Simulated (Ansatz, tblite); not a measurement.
**The cluster B₄H₃: rung by rung**

How do method and basis change the picture of the cluster B₄H₃ (doublet)?

The runs use Ansatz 0.2.0, Gaussian basis; as each input shows.

Plan: GFN1-xTB, GFN2-xTB, PBE-D4/def2-TZVP, r2SCAN-D4/def2-TZVP, LDA/def2-TZVP, CAM-B3LYP-D4/def2-TZVP, r2SCAN0-D4/def2-TZVP, LC-ωPBE/def2-TZVP, revPBE-D4/def2-TZVP, HSE06-D4/def2-TZVP, B97M-V/def2-TZVP, PBE+5HF/def2-TZVP, PBE+10HF/def2-TZVP, PBE+15HF/def2-TZVP, PBE+35HF/def2-TZVP, PBE+50HF/def2-TZVP, PBE-D4/def2-SVP, PBE0-D4/def2-SVP, HF/STO-3G, PBE0-D4/def2-TZVPD, PBE-D4/def2-TZVPD, r2SCAN-D4/def2-TZVPD, CCSD(T)/def2-TZVPP, MP2/def2-TZVP, RPA/def2-TZVP, CCSD(T)/def2-TZVPD.

1 further run of the same task is left out (set aside as unsound or not needed). Runs told in other sessions of the task aren't counted.

## Step 1: The structure

The geometry is that of the doublet, from an earlier relaxation (B3LYP-D4/def2-TZVP). At that level it is the lowest of the isomers that a small search found.

7 atoms, charge 0, spin multiplicity 2.

Bond lengths: B1–B2 1.520 Å, B1–B3 1.607 Å, B1–B4 1.520 Å, B2–B3 1.759 Å, B2–H5 1.172 Å, B3–B4 1.759 Å, B3–H6 1.180 Å, B4–H7 1.172 Å. Angles: B2–B1–B3 68.4°, B2–B1–B4 136.8°, B3–B1–B4 68.4°, B1–B2–B3 58.1°, B1–B2–H5 171.8°, B3–B2–H5 130.0°, B1–B3–B2 53.5°, B1–B3–B4 53.5°, B1–B3–H6 180.0°, B2–B3–B4 106.9°, B2–B3–H6 126.5°, B4–B3–H6 126.5°, B1–B4–B3 58.1°, B1–B4–H7 171.8°, B3–B4–H7 130.0°.

PBE0-D4/def2-TZVP was run before; its log isn't repeated, and its numbers join the tables.

## Step 2: GFN1-xTB

Tight binding, by tblite at 300 K electronic temperature and without a spin-polarisation term:

```python
tblite.interface.Calculator('GFN1-xTB', numbers, positions, charge=0, uhf=1).singlepoint()
```

Energy -193.1914 eV; 0.002 s.

## Step 3: GFN2-xTB

Tight binding, by tblite at 300 K electronic temperature and without a spin-polarisation term:

```python
tblite.interface.Calculator('GFN2-xTB', numbers, positions, charge=0, uhf=1).singlepoint()
```

Energy -171.5176 eV; 0.002 s.

## Step 4: PBE-D4/def2-TZVP

start.molden holds the orbitals of an earlier run on this state, given as this run's starting guess.

File in.yaml:

```yaml
crystal:
  periodic: [false, false, false]
  atoms:
    - {symbol: B, position_ang: [0.728171, -0.106229, -0.713920]}
    - {symbol: B, position_ang: [0.996022, 1.090185, 0.184939]}
    - {symbol: B, position_ang: [-0.413315, 0.060274, 0.405319]}
    - {symbol: B, position_ang: [-0.334416, -1.186867, -0.833223]}
    - {symbol: H, position_ang: [1.338905, 2.037556, 0.784243]}
    - {symbol: H, position_ang: [-1.251310, 0.182431, 1.226961]}
    - {symbol: H, position_ang: [-1.064057, -2.077359, -1.054318]}
basis:
  gaussian: {orbitals: def2-TZVP, initial_orbitals: start.molden}
magnetization: {spin_polarized: true, initial_magnetization: 1}
hamiltonian: {xc: pbe, dispersion: d4}
scf: {omitted_lower_state_checks: [starts]}
output: {orbitals: {seedname: orbitals}}
```

Command:

```bash
$ ansatz run in.yaml --threads 4 --pin off --events-out ev --progress --plain --max-ram 3916MiB
```

The runs that follow: r2SCAN-D4/def2-TZVP; LDA/def2-TZVP; CAM-B3LYP-D4/def2-TZVP; r2SCAN0-D4/def2-TZVP; LC-ωPBE/def2-TZVP; revPBE-D4/def2-TZVP; HSE06-D4/def2-TZVP; B97M-V/def2-TZVP; PBE+5HF/def2-TZVP; PBE+10HF/def2-TZVP; PBE+15HF/def2-TZVP; PBE+35HF/def2-TZVP; PBE+50HF/def2-TZVP; PBE-D4/def2-SVP; PBE0-D4/def2-SVP; HF/STO-3G; PBE0-D4/def2-TZVPD; PBE-D4/def2-TZVPD; r2SCAN-D4/def2-TZVPD; CCSD(T)/def2-TZVPP; MP2/def2-TZVP; RPA/def2-TZVP; CCSD(T)/def2-TZVPD.

Q: Predict the results of all the runs planned. Wanted: gap in def2-TZVP, named functionals, smallest and largest; gap over the share of exact exchange; correlation energy, CCSD(T)/def2-TZVPP; correlation energy, MP2/def2-TZVP; correlation energy, CCSD(T)/def2-TZVPD; binding an atom, CCSD(T)/def2-TZVPP; ⟨S²⟩ in def2-TZVP, named functionals, smallest and largest; PBE0 total energy, smallest basis above largest.

**Answer**, as computed:

```
                                                  quantity                             value
 gap in def2-TZVP, named functionals, smallest and largest  0.78 eV (LDA), 8.24 eV (LC-ωPBE)
                      gap over the share of exact exchange      1.11 eV at 0, 5.37 eV at 0.5
                    correlation energy, CCSD(T)/def2-TZVPP                         -11.95 eV
                         correlation energy, MP2/def2-TZVP                         -10.18 eV
                    correlation energy, CCSD(T)/def2-TZVPD                         -11.84 eV
                       binding an atom, CCSD(T)/def2-TZVPP                          3.592 eV
⟨S²⟩ in def2-TZVP, named functionals, smallest and largest                      0.753, 0.788
           PBE0 total energy, smallest basis above largest    2.97 eV (def2-SVP, def2-TZVPD)
```

In words: Over the named functionals in def2-TZVP the gap runs from 0.78 eV (LDA) to 8.24 eV (LC-ωPBE); exact exchange widens it. Raising the share of exact exchange from 0 to 0.5 moves the HOMO by -2.36 eV and the LUMO by +1.91 eV. A small miss in a minimal or small basis is a cancelling of errors, not accuracy. The functionals in def2-TZVP miss CCSD(T)/def2-TZVPP by +0.157 (CAM-B3LYP-D4) to +0.710 eV (LDA) an atom. The reference is CCSD(T) in one finite basis, so it carries an error of its own, often a tenth of an eV or more, and near misses can't be ranked. Over the named functionals in def2-TZVP spin contamination reaches 0.04 (LC-ωPBE), which is small.
